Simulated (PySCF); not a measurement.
Gas-phase reaction: 2 SiCl2F2 → SiCl + SiCl3F + 3 F

Energies from PySCF, thermal terms from the rigid-rotor harmonic-oscillator model, ideal gas at 1 bar. † marks an energy on the PBE0/def2-TZVP geometry and frequencies; other levels use their own. MP2 and CCSD(T) freeze the core. 6-31G* has spherical d functions here. Open shells (unrestricted): SiCl (multiplicity 2, electronic degeneracy 4), F (multiplicity 2, electronic degeneracy 6); the rest are closed-shell singlets. Spin-orbit splitting is ignored; it lowers the true energy and changes the entropy of SiCl, F. B3LYP is the form with VWN-RPA correlation. MP2 isn't extrapolated to the basis-set limit; its ΔH°(298 K) is 1686.4 kJ in def2-SVP and 1814.0 kJ in def2-TZVPP. CCSD(T) isn't extrapolated to the basis-set limit; its ΔH°(298 K) is 1582.1 kJ in def2-SVP and 1707.0 kJ in def2-TZVPP. The harmonic model lacks anharmonicity and excited electronic states, which grow with temperature; levels with a mode under 35 cm⁻¹ are left out.

```json
[
 {"level": "B3LYP/6-31G*", "ΔE electronic, kJ": "1687", "ΔH°(298 K), kJ": "1672", "ΔS°(298 K), J/K": "406", "ΔG°(1000 K), kJ": "1262"},
 {"level": "B3LYP/def2-TZVP†", "ΔE electronic, kJ": "1703", "ΔH°(298 K), kJ": "1688", "ΔS°(298 K), J/K": "406", "ΔG°(1000 K), kJ": "1278"},
 {"level": "CCSD(T)/def2-SVP†", "ΔE electronic, kJ": "1597", "ΔH°(298 K), kJ": "1582", "ΔS°(298 K), J/K": "406", "ΔG°(1000 K), kJ": "1172"},
 {"level": "CCSD(T)/def2-TZVPP†", "ΔE electronic, kJ": "1722", "ΔH°(298 K), kJ": "1707", "ΔS°(298 K), J/K": "406", "ΔG°(1000 K), kJ": "1297"},
 {"level": "HF/def2-TZVP†", "ΔE electronic, kJ": "1342", "ΔH°(298 K), kJ": "1327", "ΔS°(298 K), J/K": "406", "ΔG°(1000 K), kJ": "917"},
 {"level": "M06-2X/def2-TZVP†", "ΔE electronic, kJ": "1762", "ΔH°(298 K), kJ": "1747", "ΔS°(298 K), J/K": "406", "ΔG°(1000 K), kJ": "1337"},
 {"level": "MP2/def2-TZVPP†", "ΔE electronic, kJ": "1829", "ΔH°(298 K), kJ": "1814", "ΔS°(298 K), J/K": "406", "ΔG°(1000 K), kJ": "1404"},
 {"level": "LDA/def2-TZVP†", "ΔE electronic, kJ": "2011", "ΔH°(298 K), kJ": "1996", "ΔS°(298 K), J/K": "406", "ΔG°(1000 K), kJ": "1586"},
 {"level": "ωB97X-V/def2-TZVP†", "ΔE electronic, kJ": "1750", "ΔH°(298 K), kJ": "1735", "ΔS°(298 K), J/K": "406", "ΔG°(1000 K), kJ": "1325"}
]
```
ΔH° is lowest at HF/def2-TZVP† and highest at LDA/def2-TZVP†. No reference value is set beside these.
